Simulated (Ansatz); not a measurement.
Two shapes of singlet H5O2(+).

Shape 1:

```xyz
7

H     0.0000    0.0000   -0.0248
O     1.1917    0.0423    0.0327
O    -1.1917   -0.0423    0.0327
H     1.6054    0.8024    0.4713
H    -1.6054   -0.8024    0.4713
H     1.7350   -0.2354   -0.7208
H    -1.7350    0.2354   -0.7208
```

Shape 2:

```xyz
7

H     0.0000    0.0000   -0.0228
O     1.0963    0.0389    0.0301
O    -1.0963   -0.0389    0.0301
H     1.4769    0.7382    0.4336
H    -1.4769   -0.7382    0.4336
H     1.5962   -0.2166   -0.6632
H    -1.5962    0.2166   -0.6632
```

Basis set: def2-TZVP (spherical functions). Correlated methods keep 2 orbitals frozen. Charge 1, multiplicity 1.

Computed with Ansatz (development build ahead of 0.2.0); each method stands on the lowest determinant of its kind that the runs found.

**Question.** Which shape is lower in energy, and by how much in each method?

**Answer.**

```
 method  E(2) − E(1) (eV)
    RHF             0.667
RHF-MP2             1.019
```

Shape 1 is lower. Caution: no unrestricted run beside it, a lower state can exist.
